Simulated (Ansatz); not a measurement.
Mg₂Si. Total charge 0; singlet. Geometry B3LYP-D4/def2-TZVP, basis def2-TZVP, Ansatz.

```xyz
3

Mg   -0.900    0.686   -1.267
Mg    1.282   -1.108    0.124
Si   -0.382    0.423    1.143
```

| run | HOMO (eV) | LUMO (eV) |
| --- | --- | --- |
| A | -3.48 | -3.29 |
| B | -3.98 | -2.79 |
| C | -4.18 | -2.67 |
| D | -3.59 | -3.26 |

B3LYP takes the VWN-RPA correlation. Another isomer (triplet) lies 0.20 eV lower at PBE0-D4/def2-TZVP; other spin states weren't run for this one.

The runs used B3LYP, PBE, PBE0, r2SCAN. Estimate which is which.

A PBE (0 % exact exchange); B B3LYP (20 % exact exchange); C PBE0 (25 % exact exchange); D r2SCAN (0 % exact exchange). Exact exchange lowers occupied and raises empty levels; among semilocal functionals meta-GGAs tend to open the gap a little, and such runs are hard to tell apart. The gap grows from 0.19 eV (PBE) to 1.51 eV (PBE0). The restricted singlet is unstable towards broken spin symmetry in Hartree–Fock (as tested in another run); at PBE-D4/def2-TZVP, B3LYP-D4/def2-TZVP, PBE0-D4/def2-TZVP, r2SCAN-D4/def2-TZVP this wasn't settled.
